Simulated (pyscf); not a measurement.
## Four-centre exchange: GeH₄ (SMILES [GeH4]) + H₂O (SMILES O) -> GeH₄ (SMILES [GeH4]) + H₂O (SMILES O)

Gas phase, singlet surface, charge 0. Bonds broken: Ge1–H7, H2–O6. Bonds formed: Ge1–H2, O6–H7. Optimised with ωB97X-D3(BJ)/def2-SVP in PySCF. Correlated levels are frozen-core, on RHF or UHF. ΔMP2 is the change of the MP2 total energy from the triple- to the quadruple-zeta basis.

Transition state (Å):

```xyz
8

Ge    -1.2856    -0.7630    -0.1073
H     -0.0182     1.1398     0.0164
H     -0.8727    -2.1899    -0.5657
H     -2.6994    -0.5849    -0.7322
H     -1.5916    -0.9680     1.4034
O      0.6368     1.4339    -0.7618
H      0.3591     0.4746    -1.1128
H      0.0788     2.0330    -1.3010
```

One imaginary mode, 1173i cm⁻¹; descent along it reached the two sides named.

```json
[
 {"bond": "Ge1–H7", "change": "breaks", "reactant side (Å)": "1.535", "saddle": "2.291", "product side": "4.0"},
 {"bond": "H2–O6", "change": "breaks", "reactant side (Å)": "0.965", "saddle": "1.059", "product side": "2.595"},
 {"bond": "Ge1–H2", "change": "forms", "reactant side (Å)": "4.0", "saddle": "2.290", "product side": "1.535"},
 {"bond": "O6–H7", "change": "forms", "reactant side (Å)": "2.595", "saddle": "1.059", "product side": "0.965"}
]
```

Electronic energies relative to the separated reactants (kcal/mol):

```tsv
level	barrier	reaction energy	reverse barrier
ωB97X-D3(BJ)/def2-TZVP	62.2	0.0	62.2
PBE/def2-TZVP	51.4	0.0	51.4
r²SCAN/def2-TZVP	56.9	0.0	56.9
B3LYP-D3(BJ)/def2-TZVP	58.2	0.0	58.2
PBE0-D3(BJ)/def2-TZVP	56.0	0.0	56.0
M06-2X/def2-TZVP	60.6	0.0	60.6
ωB97M-D3(BJ)/def2-TZVP	59.5	0.0	59.5
HF/def2-TZVP	79.0	0.0	79.0
MP2/def2-QZVPP	62.3	0.0	62.3
CCSD/def2-TZVPP	65.8	0.0	65.8
CCSD(T)/def2-TZVPP	63.0	0.0	63.0
CCSD(T)/def2-TZVPP + ΔMP2(QZVPP)	62.9	0.0	62.9
```

With CCSD(T)/def2-TZVPP + ΔMP2(QZVPP) energies and thermal terms (ideal gas, 1 atm, RRHO with modes under 100 cm⁻¹ raised to 100, one conformer, R ln 2 for rigid chiral ones), in kcal/mol:

```json
[
 {"T (K)": "298", "ΔH‡": "62.3", "ΔG‡": "69.6", "ΔH": "0.0", "ΔG": "0.0"},
 {"T (K)": "600", "ΔH‡": "62.4", "ΔG‡": "77.1", "ΔH": "0.0", "ΔG": "0.0"},
 {"T (K)": "900", "ΔH‡": "62.9", "ΔG‡": "84.3", "ΔH": "0.0", "ΔG": "0.0"},
 {"T (K)": "1200", "ΔH‡": "63.6", "ΔG‡": "91.3", "ΔH": "0.0", "ΔG": "0.0"}
]
```

The same reactants have a lower exit, to HO–GeH₃ + H₂ (barrier +46.2 kcal/mol at ωB97M-D3(BJ), against +59.5 kcal/mol here). One saddle was located; it need not be the lowest between these sides. The CCSD(T) − MP2 part came from Ansatz, without density fitting, on the same reference. The frozen core leaves the outer d or s,p core shells of the metals and heavy elements correlated in the MP2 and CC values, and def2-TZVPP describes them poorly, which can shift differences by a few kcal/mol. Elements up to Kr have no core potential and no relativistic terms here.
